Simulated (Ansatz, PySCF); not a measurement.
# Smallest direct gap on the k points sampled of rock-salt LiH at several levels of theory

No measured value is used here.

```json
[
 {"level (code)": "LDA (Ansatz)", "value (eV)": "(withheld)", "cell (Å³/atom)": "7.46"},
 {"level (code)": "BLYP (Ansatz)", "value (eV)": "3.46", "cell (Å³/atom)": "8.51"},
 {"level (code)": "PBE (Ansatz)", "value (eV)": "2.98", "cell (Å³/atom)": "8.04"},
 {"level (code)": "r²SCAN (Ansatz)", "value (eV)": "(withheld)", "cell (Å³/atom)": "8.03"},
 {"level (code)": "B3LYP (VWN-RPA form) (Ansatz)", "value (eV)": "4.79", "cell (Å³/atom)": "8.51"},
 {"level (code)": "HSE06 (Ansatz)", "value (eV)": "(withheld)", "cell (Å³/atom)": "7.92"},
 {"level (code)": "PBE0 (Ansatz)", "value (eV)": "(withheld)", "cell (Å³/atom)": "7.94"},
 {"level (code)": "r²SCAN0 (Ansatz)", "value (eV)": "5.13", "cell (Å³/atom)": "8.51"},
 {"level (code)": "Hartree–Fock (Ansatz)", "value (eV)": "10.89", "cell (Å³/atom)": "8.68"},
 {"level (code)": "evGW@PBE (PySCF)", "value (eV)": "5.80 ± 0.2", "cell (Å³/atom)": "8.51"},
 {"level (code)": "G0W0@Hartree–Fock (PySCF)", "value (eV)": "7.30 ± 0.2", "cell (Å³/atom)": "8.51"},
 {"level (code)": "QSGW@PBE (PySCF)", "value (eV)": "6.15 ± 0.2", "cell (Å³/atom)": "8.51"}
]
```

Question: What belongs in the gaps?

Answer: 
- LDA (Ansatz, an electronic-structure program), value (eV): 2.54
- r²SCAN (Ansatz), value (eV): 3.63
- HSE06 (Ansatz), value (eV): 3.96
- PBE0 (Ansatz), value (eV): 4.65

Computed values are for a static lattice.  A ± on a computed value is a rough bar: the spread of its extrapolation, a floor set from checks against published values, or a statistical error. Values are at the level's own equilibrium cell; BLYP at a fixed cell, not relaxed at this level and not confirmed as the measured one; B3LYP (VWN-RPA form) at a fixed cell, not relaxed at this level and not confirmed as the measured one; r²SCAN0 at a fixed cell, not relaxed at this level and not confirmed as the measured one; evGW@PBE at a fixed cell, not relaxed at this level and not confirmed as the measured one; G0W0@Hartree–Fock at a fixed cell, not relaxed at this level and not confirmed as the measured one; QSGW@PBE at a fixed cell, not relaxed at this level and not confirmed as the measured one. Cutoffs and k meshes differ between the levels. Ansatz's density-functional and Hartree–Fock values are scalar-relativistic unless marked +SOC, with PAW data made under PBE.
